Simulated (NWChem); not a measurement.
Species: C cation, doublet

Computed with NWChem. Spin-unrestricted. The open p shell is one determinant without spherical averaging. No stability test was run on the SCF state.

**Question.** Estimate the computed values for PBE0/aug-cc-pVTZ. Quantities: highest occupied level (eV); lowest empty minus highest occupied level, either spin (eV).

**Answer.** 
* **highest occupied level (eV)**: -19.78
* **lowest empty minus highest occupied level, either spin (eV)**: 4.36
